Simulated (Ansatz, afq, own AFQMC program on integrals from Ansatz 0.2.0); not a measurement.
**CH3B, triplet in cc-pVDZ, levels against CCSDT(Q)**

```xyz
5

B     0.0000    0.0504    0.7398
C     0.0000   -0.1015   -0.7490
H     0.0000    1.1489    1.2274
H     0.0000   -0.9087    1.4552
H     0.0000    0.4289   -1.6923
```

Connectivity, by distances: BH2–CH.

Basis cc-pVDZ. Noble-gas cores (and the filled d shells of Ga–Kr and In–Xe) are frozen. AFQMC by an in-house program on the Cholesky factors that Ansatz 0.2.0 writes for its CCSD(T) run. ph-AFQMC/CISD is guided by a CISD state made of CCSD amplitudes; releasing the constraint for a short imaginary time cuts its bias at the price of noise, slowly where states lie close. Error bars are statistical, one sigma.

Determinant: UHF, the one that the program's search chose, which needn't be the lowest solution. The geometry is a PBE0/def2-TZVP stationary point of this or a neighbouring charge and spin state.

No full CI on the walks' own integrals is used here; CCSDT(Q) serves as the reference and is uncertain by about the last step of the cluster series.

The T1 diagnostic is 0.0172. The weight of the determinant in the CISD state is 0.906, the ⟨S²⟩ of the determinant is 2.015 and the size of the correlated space is 10 electrons in 41 orbitals.

```
  level  correlation energy (eV)
    MP2                  -4.5602
   CCSD                  -5.5270
CCSD(T)                  -5.6482
```

(1) Estimate where phaseless AFQMC with the Hartree–Fock trial lies against CCSD(T) on the same integrals.

(1) 5.3 ± 2.0 kJ/mol below CCSD(T).

Reference: CCSDT(Q), correlation energy -5.678 eV. The released energy is read at 2.40 1/Eh (meV from the phaseless value at times in 1/Eh: -1.0 ± 2.1 at 0.24, -3.1 ± 1.5 at 0.51, -3.2 ± 1.8 at 0.99, -5.8 ± 1.7 at 1.62, -3.9 ± 1.6 at 2.40).

```tsv
level	E − E(reference) (kJ/mol)	share of correlation (%)
CCSD(T)	2.9	99.48
CCSDT	0.5	99.91
ph-AFQMC/HF	-2.5 ± 2.0	100.45
ph-AFQMC/CISD	0.1 ± 0.2	99.98
released AFQMC	-0.2 ± 0.2	100.04
```

A walk keeps the symmetry of its determinant, which the program's search chose and which needn't be the lowest solution, so a lower state of the same spin and another symmetry isn't excluded. Released energies are given only where the last usable release times agree within the noise; a slower fall can still hide under it.
